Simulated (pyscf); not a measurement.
Elementary routes open to Cl–SiH•–Cl + NH₃ in the gas phase (doublet surface):
A. H₂N–SiH(Cl)–Cl + H• (H–N broken; N–Si formed)
B. HCl + H₂N–SiH•–Cl (Cl–Si, H–N broken; Cl–H, N–Si formed)
C. H₂N–Si•(Cl)–Cl + H₂ (H–Si, H–N broken; N–Si, H–H formed)

Structures and frequencies: ωB97X-D3(BJ)/def2-SVP in PySCF.

Task: Rank the routes by free-energy barrier at 900 K, lowest first, for ωB97M-D3(BJ)/def2-TZVP energies (ideal gas, 1 atm, RRHO with modes under 100 cm⁻¹ raised to 100, one conformer, R ln 2 for chiral ones without a mode under 150 cm⁻¹).

Result: B (42.8 kcal/mol), A (46.9 kcal/mol), C (54.2 kcal/mol)

Route B is the fastest of these, ahead of the next by 4.1 kcal/mol. The most stable products are those of C (ΔG = -11.3 kcal/mol), whose barrier is 11.4 kcal/mol higher: the kinetic and the thermodynamic product differ. At 298 K B is still the fastest. A: On the reactant side the descent ends in a bound adduct, 9.4 kcal/mol under the separated species and 30.6 kcal/mol under the saddle at ωB97X-D3(BJ)/def2-TZVP. B: On the reactant side the descent ends in an adduct with a N–Si contact, 8.8 kcal/mol under the separated species and 22.5 kcal/mol under the saddle at ωB97X-D3(BJ)/def2-TZVP. C: On the reactant side the descent ends in an adduct with a N–Si contact, 8.8 kcal/mol under the separated species and 35.1 kcal/mol under the saddle at ωB97X-D3(BJ)/def2-TZVP. Only these routes are compared; each barrier is that of the saddle found, and lower ones may exist.
